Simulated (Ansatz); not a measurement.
Ideal-gas functions of C3H3 (`[CH]=C=C`) radical at 800 K and 1 bar, from an Ansatz frequency run at PBE0-D4/def2-TZVP.

Molar mass 39.06 g/mol, point group C2v (symmetry number 2), electronic degeneracy 2, moments of inertia 1.746, 52.617, 54.363 u Å². Harmonic wavenumbers (cm⁻¹, unscaled): 359, 408, 472, 643, 689, 1025, 1100, 1451, 2017, 3166, 3260, 3474.

Use S(trans) = R[1.5 ln M + 2.5 ln T − 1.1517]; rotational temperatures θ = 24.2544 K / I; S(rot) = R[ln(√π/σ · √(T³/θAθBθC)) + 1.5]; for each mode x = 1.438777 ν̃/T, S = R[x/(eˣ − 1) − ln(1 − e⁻ˣ)] and H = RT x/(eˣ − 1); 1 cm⁻¹ = 0.0119627 kJ/mol; R = 8.31446 J/(mol·K).

Question: By hand: the entropy, in J/(mol·K).

Answer: Translation 175.1. Rotation: θ = 13.8914, 0.461, 0.4462 K, giving 90.5. Vibration, mode by mode: 12.09, 11.07, 9.92, 7.55, 7.04, 4.31, 3.88, 2.36, 1.05, 0.19, 0.16, 0.12, in all 59.8. Electronic 5.8. Sum 331.2 J/(mol·K).

Question: By hand: H − E and G − E in kJ/mol, counted from the electronic energy.

Answer: Zero-point energy ½ × 18064 × 0.0119627 = 108.0; thermal vibration 27.1; translation, rotation and pV give 4 RT = 26.6. H − E = 161.7 kJ/mol, and G − E = 161.7 − 800 × 331.2/1000 = -103.3 kJ/mol.

Vibration gives 18 % of the entropy.
